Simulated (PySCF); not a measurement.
## Bond length, frequency and bond energy of S₂ by level of theory

State: ³Σg⁻ (triplet), unpaired electrons π ↑↑. Set-up: PySCF, no relativity, basis sets S 6-31G(d,p). De refers to S + S in their high-spin ground configurations, without counterpoise correction. The functionals are run spin-unrestricted.

```json
{"Level": "UHF", "Re (Å)": "1.877", "ωe (cm⁻¹)": "813", "De (eV)": "1.75", "CPU s a point (SCF and correlation, without the integrals)": "0.046"}
{"Level": "UHF-MP2", "Re (Å)": "1.921", "ωe (cm⁻¹)": "697", "De (eV)": "3.66", "CPU s a point (SCF and correlation, without the integrals)": "0.069"}
{"Level": "UHF-SCS-MP2", "Re (Å)": "1.913", "ωe (cm⁻¹)": "717", "De (eV)": "3.38", "CPU s a point (SCF and correlation, without the integrals)": "n/a"}
{"Level": "UHF-CCSD", "Re (Å)": "1.914", "ωe (cm⁻¹)": "726", "De (eV)": "3.32", "CPU s a point (SCF and correlation, without the integrals)": "n/a"}
{"Level": "UHF-CCSD(T)", "Re (Å)": "1.924", "ωe (cm⁻¹)": "704", "De (eV)": "3.52", "CPU s a point (SCF and correlation, without the integrals)": "0.54"}
{"Level": "PBE", "Re (Å)": "1.935", "ωe (cm⁻¹)": "685", "De (eV)": "4.69", "CPU s a point (SCF and correlation, without the integrals)": "0.36"}
{"Level": "r²SCAN", "Re (Å)": "1.918", "ωe (cm⁻¹)": "712", "De (eV)": "4.47", "CPU s a point (SCF and correlation, without the integrals)": "0.44"}
{"Level": "TPSSh", "Re (Å)": "1.919", "ωe (cm⁻¹)": "710", "De (eV)": "4.26", "CPU s a point (SCF and correlation, without the integrals)": "0.43"}
{"Level": "PBE0", "Re (Å)": "1.906", "ωe (cm⁻¹)": "738", "De (eV)": "4.26", "CPU s a point (SCF and correlation, without the integrals)": "0.59"}
{"Level": "B97-3", "Re (Å)": "1.917", "ωe (cm⁻¹)": "721", "De (eV)": "4.33", "CPU s a point (SCF and correlation, without the integrals)": "0.26"}
{"Level": "M06", "Re (Å)": "1.916", "ωe (cm⁻¹)": "721", "De (eV)": "4.23", "CPU s a point (SCF and correlation, without the integrals)": "0.41"}
{"Level": "ωB97X", "Re (Å)": "1.890", "ωe (cm⁻¹)": "778", "De (eV)": "4.09", "CPU s a point (SCF and correlation, without the integrals)": "0.39"}
```

What are the measured Re and ωe, and which levels come closest?

Re = 1.8892 Å and ωe = 725.65 cm⁻¹ (Huber and Herzberg, Constants of Diatomic Molecules (1979)). Closest are ωB97X for the length (off by 0.001 Å) and UHF-CCSD for the frequency (off by 0.1 %).

```csv
Level,error in Re (pm),error in ωe (%)
UHF,-1.2,12.0
UHF-MP2,3.2,-4.0
UHF-SCS-MP2,2.4,-1.1
UHF-CCSD,2.5,0.1
UHF-CCSD(T),3.5,-3.0
PBE,4.6,-5.7
r²SCAN,2.8,-1.9
TPSSh,3.0,-2.1
PBE0,1.7,1.7
B97-3,2.8,-0.7
M06,2.7,-0.7
ωB97X,0.1,7.2
```

Correlated steps freeze 10 core orbitals. Correlated levels converge slowly with the basis: in double zeta they bind strong bonds too weakly, by up to about 1 eV, and carry superposition errors of some tenths. The state is the lowest determinant that a PBE0 search found; another state may lie lower at other levels.

The whole job (state search and all levels along the bond) took about 1 min on 1 thread of Oxide Virtual Turin-like (shared host), peak memory 0.42 GiB.
